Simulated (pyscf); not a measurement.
Single points on ωB97X-D3(BJ)/def2-SVP structures (PySCF, gas phase).

Estimate by transition-state theory the rate constant of H₃C–InH–CH₃ + HCl → H₃C–In(CH₃)–Cl + H₂ (singlet surface; H–In, Cl–H broken, Cl–In, H–H formed) at 600 K, with ωB97M-D3(BJ)/def2-TZVP energies (ideal gas, 1 atm, RRHO with modes under 100 cm⁻¹ raised to 100, one conformer, R ln 2 for rigid chiral ones; no tunnelling).

The electronic barrier is 0.9 kcal/mol and the thermal terms add +19.8, so ΔG‡ = 20.8 kcal/mol. With k_BT/h = 1.25e+13 s⁻¹ and RT = 1.192 kcal/mol, and a volume of 8.18e-20 cm³ per molecule at 1 atm, k = 2.8e-14 cm³ molecule⁻¹ s⁻¹. Wigner's tunnelling factor for 854i cm⁻¹ would be 1.17. A shift of 1 kcal/mol in the barrier changes k by a factor 2.3. On the reactant side the descent ends in an adduct with a Cl–In contact, 7.0 kcal/mol under the separated species and 4.5 kcal/mol under the saddle at ωB97X-D3(BJ)/def2-TZVP. What is counted as formed (Cl–In) is already present as a longer contact in the reactant adduct; forming that adduct is a step of its own. At ωB97X-D3(BJ) the barrier from the zero used here is -2.6 kcal/mol. One saddle was located; it need not be the lowest between these sides. Elements past Kr carry the def2 core potentials, without spin-orbit coupling.
